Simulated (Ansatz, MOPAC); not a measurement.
Gas-phase reaction in SMILES: ClC(Cl)(Cl)Cl [tetrachloromethane] + 4 [H][H] (H2) -> C (CH4) + 4 Cl (HCl)

Quantity: energy of full hydrogenation (enthalpy at 298 K), in kcal/mol. Set-up: 6-311+G** with 5d, 6d on Na to Ar in Ansatz (a first-principles code); 6-31G* and kin with 6d, 5d where marked; non-relativistic; no spin-orbit coupling; dispersion terms only where a functional's name holds one; frozen cores in correlated levels. CBS(X,Y): correlation extrapolated as X^-3; Hartree-Fock from the larger set. The bracket is a focal-point correction in the basis named. Ab initio and DFT rows: single points at B3LYP-D3(BJ) geometries (Ansatz), with unscaled harmonic terms from B3LYP/6-31G* (Ansatz) at its own minima. Semi-empirical rows: MOPAC heats of formation at their own minima for 298 K.

Measured values: Active Thermochemical Tables 1.112 (ions: stationary electron), as tabulated in the package chemicals; they hold spin-orbit and core effects, anharmonicity. 

Value to compare with, the measured value: -82.6 kcal/mol.

```
level                                                                             program  energy of full hydrogenation (enthalpy at 298 K) (kcal/mol)  error
-------------------------------------------------------------------------  --------------  -----------------------------------------------------------  -----
AM1                                                                                 MOPAC                                                        -58.4   24.2
PM3                                                                                 MOPAC                                                        -15.3   67.3
HF/6-311+G**                                                                       Ansatz                                                       -112.6  -30.0
PBE/6-31G*                                                                         Ansatz                                                        -69.0   13.6
PBE/def2-SVP                                                                       Ansatz                                                        -78.4    4.2
BLYP/6-31G*                                                                        Ansatz                                                        -71.3   11.3
B3LYP/3-21G                                                                        Ansatz                                                        -84.7   -2.1
B3LYP/6-31G*                                                                       Ansatz                                                        -78.9    3.7
B3LYP/def2-SVP                                                                     Ansatz                                                        -88.2   -5.6
r2SCAN-D4/def2-TZVPD                                                       Ansatz + dftd4                                                        -80.2    2.4
RI-MP2/CBS(aug-cc-pV(T+d)Z,aug-cc-pV(Q+d)Z)+[CCSD(T)-MP2]/aug-cc-pV(T+d)Z          Ansatz                                                        -84.5   -1.9
```

Among the 9 habitual levels, PM3 lies farthest from the measured value (67.3 kcal/mol) and B3LYP/3-21G nearest (-2.1); 6 of 9 lie above it, and their mean absolute error is 18.0 kcal/mol, the median 11.3. One case shows no general order.

The levels are drawn from those run, B3LYP/6-31G* more often than the rest, none by its result; left out are runs that failed, that the program found above a lower state of the same kind, or whose <S^2> lies over 0.5 above the pure value.
